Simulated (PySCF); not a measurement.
Working out the electron affinity of C

C- [He] 2s2 2p3 (4S) → C [He] 2s2 2p2 (3P). Calculation: PySCF 2.14, in aug-cc-pCVTZ-DK; scalar relativity by spin-free X2C-1e. Frozen: nothing. Energies in hartree (1 hartree = 27.21139 eV):

```tsv
part	C- (lower)	C (upper)
UHF	-37.723378	-37.706807
MP2 opposite-spin	-0.109563	-0.098960
MP2 same-spin	-0.035693	-0.016338
```

Problem. What does Hartree-Fock give?

Solution. (-37.706807) − (-37.723378) = 0.016571 hartree = 0.451 eV.

Problem. What do MP2 and SCS-MP2 (6/5 opposite-spin, 1/3 same-spin) give?

Solution. The opposite-spin parts differ by 0.289 eV and the same-spin parts by 0.527 eV. MP2: 0.451 + (0.289) + (0.527) = 1.267 eV. SCS-MP2: 0.451 + 1.2 × (0.289) + (0.527)/3 = 0.973 eV.

A first-order spin-orbit estimate adds -0.004 eV to MP2 (valence and next inner shell), giving 1.263 eV against 1.262 eV (measured; photodetachment measurements, as compiled on the Wikipedia data page of electron affinities).

What remains against the reference includes basis incompleteness and correlation beyond second order.
